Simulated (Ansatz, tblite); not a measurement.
# The cluster WS₂+: a ladder of methods and basis sets

One table from this session's results is given with a row withheld; the runs are named, their logs left out.

Method: as each input shows; program: Ansatz 0.2.0, Gaussian basis.

Plan: GFN1-xTB, GFN2-xTB, PBE-D4/def2-TZVP, r2SCAN-D4/def2-TZVP, B97M-V/def2-TZVP, ωB97M-V/def2-TZVP, r2SCAN0-D4/def2-TZVP, ωB97X-V/def2-TZVP, LC-ωPBE/def2-TZVP, PBE+5HF/def2-TZVP, PBE+10HF/def2-TZVP, PBE+15HF/def2-TZVP, PBE+35HF/def2-TZVP, PBE+50HF/def2-TZVP, PBE-D4/def2-SVP, PBE0-D4/def2-SVP, CCSD(T)/def2-TZVPP, MP2/def2-TZVP, RPA/def2-TZVP.

**The structure**

The doublet was relaxed beforehand with PBE-D4/def2-TZVP. At that level it is the lowest of the isomers that a small search found.

3 atoms, charge 1, spin multiplicity 2.

Bond lengths: W1–S2 2.094 Å, W1–S3 2.094 Å. Angles: S2–W1–S3 104.6°.

W takes a core potential in the def2 sets. No spin-orbit coupling is included. The ion is computed in the gas phase, without counter-ions or solvent.

PBE0-D4/def2-TZVP was run before; its log isn't repeated, and its numbers join the tables.

The first run:

Tight binding, by tblite at 300 K electronic temperature and without a spin-polarisation term:

```python
tblite.interface.Calculator('GFN1-xTB', numbers, positions, charge=1, uhf=1).singlepoint()
```

Tight binding, by tblite at 300 K electronic temperature and without a spin-polarisation term:

```python
tblite.interface.Calculator('GFN2-xTB', numbers, positions, charge=1, uhf=1).singlepoint()
```

start.molden holds the orbitals of an earlier run on this state, given as this run's starting guess.

File in.yaml:

```yaml
crystal:
  periodic: [false, false, false]
  atoms:
    - {symbol: W, position_ang: [-0.403706, -0.752909, 0.001372]}
    - {symbol: S, position_ang: [1.661119, -0.406088, -0.050528]}
    - {symbol: S, position_ang: [-1.257414, 1.158997, 0.049157]}
basis:
  gaussian: {orbitals: def2-TZVP, initial_orbitals: start.molden}
total_charge: 1
magnetization: {spin_polarized: true, initial_magnetization: 1}
hamiltonian: {xc: pbe, dispersion: d4}
scf: {omitted_lower_state_checks: [starts]}
output: {forces: true, orbitals: {seedname: orbitals}}
```

The run is started by

```console
$ ansatz run in.yaml --threads 4 --pin off --events-out ev --progress --plain --max-ram 3916MiB
```

Steps of the session up to this table: PBE-D4/def2-TZVP; r2SCAN-D4/def2-TZVP; B97M-V/def2-TZVP; ωB97M-V/def2-TZVP; r2SCAN0-D4/def2-TZVP; ωB97X-V/def2-TZVP; LC-ωPBE/def2-TZVP; PBE+5HF/def2-TZVP; PBE+10HF/def2-TZVP; PBE+15HF/def2-TZVP; PBE+35HF/def2-TZVP; PBE+50HF/def2-TZVP; PBE-D4/def2-SVP; PBE0-D4/def2-SVP; CCSD(T)/def2-TZVPP; MP2/def2-TZVP; RPA/def2-TZVP.

One of the session's tables, all rows but one given; the rest of the session is left out.

It belongs to the step «Levels side by side». 

| level | HOMO (eV) | LUMO (eV) | gap (eV) |
| --- | --- | --- | --- |
| PBE-D4/def2-SVP | -12.05 | -10.56 | 1.48 |
| PBE-D4/def2-TZVP | ? | ? | ? |
| r2SCAN-D4/def2-TZVP | -12.09 | -10.49 | 1.60 |
| B97M-V/def2-TZVP | -12.14 | -10.46 | 1.67 |
| PBE0-D4/def2-SVP | -13.01 | -9.83 | 3.18 |
| PBE0-D4/def2-TZVP | -12.88 | -9.74 | 3.15 |
| r2SCAN0-D4/def2-TZVP | -12.96 | -9.74 | 3.22 |
| LC-ωPBE/def2-TZVP | -15.19 | -7.60 | 7.59 |
| ωB97X-V/def2-TZVP | -14.95 | -7.53 | 7.42 |
| ωB97M-V/def2-TZVP | -14.78 | -7.58 | 7.20 |
| PBE+5HF/def2-TZVP | -12.13 | -10.36 | 1.78 |
| PBE+10HF/def2-TZVP | -12.32 | -10.20 | 2.12 |
| PBE+15HF/def2-TZVP | -12.51 | -10.04 | 2.46 |
| PBE+35HF/def2-TZVP | -13.25 | -9.43 | 3.83 |
| PBE+50HF/def2-TZVP | -13.80 | -8.96 | 4.84 |

Estimate the missing values for PBE-D4/def2-TZVP.

The run gave: HOMO (eV): -11.94; LUMO (eV): -10.51; gap (eV): 1.43. In the column «HOMO (eV)» it is the highest.

Caveats from the session: Doubts: state flagged by the program, large T1 diagnostic, spin contamination. Notes on CCSD(T)/def2-TZVPP: large T1 diagnostic, spin contamination, state flagged by the program.
